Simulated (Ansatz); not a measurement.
Basis-set extrapolation for O2− (`[O][O-]`) radical (PBE0-D4/def2-TZVPD geometry, frozen core, the Gaussian-basis code of Ansatz). Multiplicity 2, UHF reference.

|  | def2-TZVPPD | def2-QZVPPD |
| --- | --- | --- |
| HF | -149.653560 | -149.659246 |
| MP2 correlation | -0.471890 | -0.507954 |
| CCSD(T) correlation | -0.494331 | -0.528409 |

Energies in hartree. Use E(X) = E(∞) + A·exp(−7.88·√X) for Hartree–Fock and E(X) = E(∞) + B·X^(−2.97) for correlation, with X = 3 and 4.

What is the CCSD(T) energy at the basis-set limit?

HF limit: -149.659246 + (-0.005686) × 0.13774 = -149.66003. Correlation limit: -0.528409 + (-0.034078) × 0.74074 = -0.55365. Total: -150.21368 hartree, 41.3 kcal/mol below CCSD(T)/def2-TZVPPD.
